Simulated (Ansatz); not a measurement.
Energy needed to pull apart P4 (SMILES p12p3p1p23), singlet, into free ground-state atoms, from the structure below (at a frame of a short PBE0-D4/def2-SVP trajectory); no zero-point or spin–orbit terms; open-shell atoms are treated unrestricted, in their ground-state multiplicity.

```xyz
4
angstrom
P -0.7381 -0.1007 1.1125
P 1.3315 0.1297 0.3237
P -0.2081 -1.1080 -0.7588
P -0.3852 1.0789 -0.6774
```

Computed with Ansatz 0.2.0 (basis: def2-TZVPP); correlated methods freeze the cores.

| method | atomization energy (kJ/mol) |
| --- | --- |
| PBE-D4 | 1319 |
| r2SCAN-D4 | ? |
| PBE0-D4 | 1247 |
| wB97M-V | 1244 |
| HF | 494 |
| MP2 | ? |
| CCSD | 1011 |
| CCSD(T) | 1092 |

**Question.** What does MP2 give? (An estimate is asked for; the value comes from the calculation.)

**Answer.** The calculation gives: 1164 kJ/mol, which is about 72 kJ/mol more than CCSD(T)/def2-TZVPP.

**Question.** What does r2SCAN-D4 give? (Judge from chemistry; the value comes from the calculation.)

**Answer.** By the calculation: 1232 kJ/mol, which is about 140 kJ/mol more than CCSD(T)/def2-TZVPP.

In triple zeta the MP2 and coupled-cluster atomization energies are still short of their basis limit by a few kcal/mol a bond, whereas those of the functionals are nearly converged, so these differences are not deviations from converged CCSD(T).

No T1 diagnostic of these runs exceeds 0.018.

For scale, one of the runs: CCSD(T)/def2-TZVPP forces, 168 basis functions, launched by `ansatz run in.yaml --threads 2 --pin off --events-out ev --progress --plain --max-ram 3481MiB`. Time: 3.8 min of wall clock on 2 CPU threads of an Intel Xeon; the host was shared. Peak host memory: 2 GiB.
